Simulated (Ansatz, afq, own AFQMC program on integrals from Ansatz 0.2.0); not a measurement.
# BO, quartet in 6-31G, levels against full CI

```xyz
2

B     0.0000    0.0000    0.0000
O     0.0000    0.0000    3.8570
```

Basis 6-31G. Only valence electrons are correlated. AFQMC by an in-house program on the Cholesky factors that Ansatz 0.2.0 writes for its CCSD(T) run. The CISD trial takes its coefficients from CCSD amplitudes. Released means that phaseless walkers are propagated on without the constraint, phases kept. Error bars are statistical, one sigma.

Determinant: UHF, the one that the program's search chose, which needn't be the lowest solution. The geometry is a point of a scan.

Full CI on the same integrals is exact in this basis and with this determinant's frozen core.

Cautions: lower spins were not checked.

* T1 diagnostic: 0.0050
* weight of the determinant in the CISD state: 0.926
* ⟨S²⟩ of the determinant: 3.754
* size of the correlated space: 9 electrons in 16 orbitals

```
  level  correlation energy (eV)
    MP2                  -1.9813
   CCSD                  -2.7187
CCSD(T)                  -2.7373
```

Estimate where AFQMC with the constraint released lies against CCSD(T) on the same integrals.

0.29 ± 0.07 mEh below CCSD(T).

Reference: full CI, correlation energy -2.748 eV. The released energy is read at 2.40 1/Eh (meV from the phaseless value at times in 1/Eh: -4.2 ± 1.6 at 0.24, -5.0 ± 1.2 at 0.51, -6.8 ± 1.4 at 0.99, -4.5 ± 1.3 at 1.62, -6.9 ± 1.9 at 2.40).

```json
{"level": "CCSD(T)", "E − E(reference) (mEh)": "0.38", "share of correlation (%)": "99.63"}
{"level": "CCSDT", "E − E(reference) (mEh)": "0.10", "share of correlation (%)": "99.90"}
{"level": "CCSDT(Q)", "E − E(reference) (mEh)": "0.06", "share of correlation (%)": "99.94"}
{"level": "CCSDTQ", "E − E(reference) (mEh)": "0.01", "share of correlation (%)": "99.99"}
{"level": "ph-AFQMC/CISD", "E − E(reference) (mEh)": "0.34 ± 0.04", "share of correlation (%)": "99.66"}
{"level": "released AFQMC", "E − E(reference) (mEh)": "0.09 ± 0.07", "share of correlation (%)": "99.91"}
```

CCSDT and higher add their correlation energy to the determinant of the CCSD(T) run, since their own runs factorise the integrals more tightly (a shift of under 2 meV). Released energies are given only where the last usable release times agree within the noise; a slower fall can still hide under it.
